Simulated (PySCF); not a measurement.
C2H5, SMILES [CH2]C (connectivity only; charge and spin as stated), charge +1, multiplicity 1.

The structure is a stationary point at B3LYP-D3(BJ)/def2-TZVP. The geometry has at least one imaginary mode, so it is a saddle point at that level. The spin state was assumed, not searched. The isomer is the one that the SMILES or the coordinates give; other isomers of the formula were not compared.

Method: B3LYP-D3(BJ)/def2-TZVP in PySCF.

Frequencies are harmonic and unscaled.

```json
[
 {"mode": "1", "ν (cm⁻¹)": "285i", "IR (km/mol)": "43.3", "Raman (Å⁴/amu)": "0.6", "depolarisation": "0.75", "moving atoms (share of kinetic energy)": "H 91 %, C 9 %"},
 {"mode": "2", "ν (cm⁻¹)": "740", "IR (km/mol)": "2.5", "Raman (Å⁴/amu)": "3.3", "depolarisation": "0.75", "moving atoms (share of kinetic energy)": "H 95 %"},
 {"mode": "3", "ν (cm⁻¹)": "811", "IR (km/mol)": "14.3", "Raman (Å⁴/amu)": "0.4", "depolarisation": "0.32", "moving atoms (share of kinetic energy)": "H 94 %"},
 {"mode": "4", "ν (cm⁻¹)": "1091", "IR (km/mol)": "173.9", "Raman (Å⁴/amu)": "2.9", "depolarisation": "0.75", "moving atoms (share of kinetic energy)": "H 66 %, C 34 %"},
 {"mode": "5", "ν (cm⁻¹)": "1182", "IR (km/mol)": "19.2", "Raman (Å⁴/amu)": "25.7", "depolarisation": "0.34", "moving atoms (share of kinetic energy)": "H 80 %, C 20 %"},
 {"mode": "6", "ν (cm⁻¹)": "1261", "IR (km/mol)": "0.3", "Raman (Å⁴/amu)": "1.0", "depolarisation": "0.75", "moving atoms (share of kinetic energy)": "H 70 %, C 30 %"},
 {"mode": "7", "ν (cm⁻¹)": "1266", "IR (km/mol)": "49.6", "Raman (Å⁴/amu)": "3.9", "depolarisation": "0.34", "moving atoms (share of kinetic energy)": "H 54 %, C 46 %"},
 {"mode": "8", "ν (cm⁻¹)": "1371", "IR (km/mol)": "31.3", "Raman (Å⁴/amu)": "3.5", "depolarisation": "0.75", "moving atoms (share of kinetic energy)": "H 92 %, C 8 %"},
 {"mode": "9", "ν (cm⁻¹)": "1458", "IR (km/mol)": "18.8", "Raman (Å⁴/amu)": "2.5", "depolarisation": "0.55", "moving atoms (share of kinetic energy)": "H 88 %, C 12 %"},
 {"mode": "10", "ν (cm⁻¹)": "1551", "IR (km/mol)": "3.7", "Raman (Å⁴/amu)": "4.1", "depolarisation": "0.62", "moving atoms (share of kinetic energy)": "H 67 %, C 33 %"},
 {"mode": "11", "ν (cm⁻¹)": "2853", "IR (km/mol)": "69.5", "Raman (Å⁴/amu)": "70.4", "depolarisation": "0.75", "moving atoms (share of kinetic energy)": "H 93 %"},
 {"mode": "12", "ν (cm⁻¹)": "2879", "IR (km/mol)": "159.9", "Raman (Å⁴/amu)": "141.5", "depolarisation": "0.04", "moving atoms (share of kinetic energy)": "H 95 %"},
 {"mode": "13", "ν (cm⁻¹)": "3107", "IR (km/mol)": "4.3", "Raman (Å⁴/amu)": "85.4", "depolarisation": "0.08", "moving atoms (share of kinetic energy)": "H 95 %"},
 {"mode": "14", "ν (cm⁻¹)": "3188", "IR (km/mol)": "3.5", "Raman (Å⁴/amu)": "62.9", "depolarisation": "0.53", "moving atoms (share of kinetic energy)": "H 91 %, C 9 %"},
 {"mode": "15", "ν (cm⁻¹)": "3213", "IR (km/mol)": "34.3", "Raman (Å⁴/amu)": "17.8", "depolarisation": "0.69", "moving atoms (share of kinetic energy)": "H 89 %, C 11 %"}
]
```
